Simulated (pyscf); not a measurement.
Single points on ωB97X-D3(BJ)/def2-SVP structures (PySCF, gas phase).

**Question.** For the elementary gas-phase step HO–AlH–AsH₂ (SMILES [OH][AlH][AsH2]) + H₂ (SMILES [H][H]) → H₂Al–AsH₂ (SMILES [AlH2][AsH2]) + H₂O (SMILES O) (singlet surface; Al–O, H–H broken, Al–H, H–O formed), what barrier and reaction energy does ωB97M-D3(BJ)/def2-TZVP give, measured from the separated reactants?

**Answer.** ΔE‡ = 24.4 kcal/mol, ΔE = +29.5 kcal/mol. Zero-point energy shifts the barrier by +2.9 kcal/mol. It is a four-centre exchange, with an imaginary mode of 1304i cm⁻¹. On the product side the descent ends in an adduct with a Al–O contact, 22.1 kcal/mol under the separated species and 16.3 kcal/mol under the saddle at ωB97X-D3(BJ)/def2-TZVP. At ωB97M-D3(BJ) the saddle lies under the separated products, which points to a path from their complex (located at ωB97X-D3(BJ) alone), and parting the products costs more than the saddle. What is counted as broken (Al–O) persists as a longer contact in the product adduct; parting that adduct is a step of its own. At the saddle there is also a short Al–H contact that neither side keeps. This is the saddle that the search found; another between the same sides may lie lower. Elements up to Kr have no core potential and no relativistic terms here.
